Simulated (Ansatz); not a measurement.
Program: Ansatz 0.2.0.

Basis-set series for `C/N=C(/C)F`. Total charge 0; spin multiplicity 1. The structure was optimised at the PBE0-D4/def2-TZVP level.

Z-matrix (Å, degrees):
```
C
N 1 1.441
H 1 1.093 2 108.6
H 1 1.093 2 108.6 3 -115.7
H 1 1.093 2 114.6 3 122.1
C 2 1.244 1 121.4 3 -122.1
F 6 1.361 2 122.8 1 -0.0
C 6 1.482 2 126.2 1 180.0
H 8 1.093 6 110.0 2 120.9
H 8 1.093 6 110.0 2 -120.9
H 8 1.087 6 109.7 2 0.0
```

```
functional       basis  functions  energy (Eh)  HOMO (eV)  LUMO (eV)
   PBE0-D4    def2-SVP        100   -272.01603      -7.59       0.63
   PBE0-D4  def2-QZVPP        465   -272.34424      -7.82       0.39
   ωB97M-V    def2-SVP        100   -272.19604      -9.97       2.92
   ωB97M-V  def2-QZVPP        465   -272.53611     -10.22       1.94
```

Task: Give the rows for def2-TZVPP. (Estimate.)

Result: The calculation gave: 
```
functional       basis  functions  energy (Eh)  HOMO (eV)  LUMO (eV)
   PBE0-D4  def2-TZVPP        239   -272.32954      -7.79       0.46
   ωB97M-V  def2-TZVPP        239   -272.52197     -10.19       2.69
```

Positive LUMOs are unbound and depend on the basis.
